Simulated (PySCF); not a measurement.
Spin–orbit doublets of 2p levels

Compound: C2H4OP2.
Bonds: O1–C2 (double), C2–P3 (double), P3–C4, C4–P5. Hydrogens: H6, H7 on C4; H8, H9 on P5.

Method: PySCF, delta-SCF UKS SCAN, pcX-2 on the ionised atom, pcseg-1 elsewhere, spin-free X2C. These are vertical core ionisation energies against the vacuum level, from separate self-consistent calculations with and without the core hole. Spin–orbit coupling isn't in the SCF: each 2p doublet comes from a relaxed spin-free hole plus a matrix of the shell (mean-field spin–orbit coupling and the ground-state 2p splitting), with 2p3/2 averaged over its two sublevels. The splitting includes the ligand field, and 2p3/2 is the mean of two sublevels.

When a 2p electron fills a 1s hole, the emitted photon carries the energy difference of the two hole states (Kα1 from 2p3/2, Kα2 from 2p1/2), here at the ground state's geometry.

```csv
atom,Kα1 (eV),Kα2 (eV),2p3/2 binding energy (eV)
P3,2013.52,2012.63,136.56
P5,2013.55,2012.65,136.72
```

Problem. What are the 1s and 2p1/2 binding energies?

Solution. 1s = Kα1 + 2p3/2, and 2p1/2 = 1s − Kα2:

```tsv
atom	environment	1s (eV)	2p1/2 (eV)
P3	phosphorus bonded to 2 C	2150.08	137.45
P5	phosphine phosphorus	2150.27	137.62
```

Over the 2 phosphorus sites the 1s value ranges over 0.19 eV, 2p3/2 over 0.16 eV and Kα1, their difference, over 0.03 eV.

Problem. And the 1s levels of the other atoms?

Solution. C4 (sp3 carbon bound to phosphorus) 291.23 eV; O1 (oxygen bonded to C) 539.41 eV.

The list is incomplete; no value stands for C 1s of C2 (hole states with ⟨S²⟩ of 1 or more are left out). Isolated species at its GFN2-xTB geometry (one conformer only).

The run took about 1.7 min of CPU time (one thread, shared machine).

The values belong to the conformer `[O:1]=[C:2]=[P:3][CH2:4][PH2:5]`: C2–P3–C4–P5 -77°, H–P5–C4–P3 -41°, H–P5–C4–P3 52°.
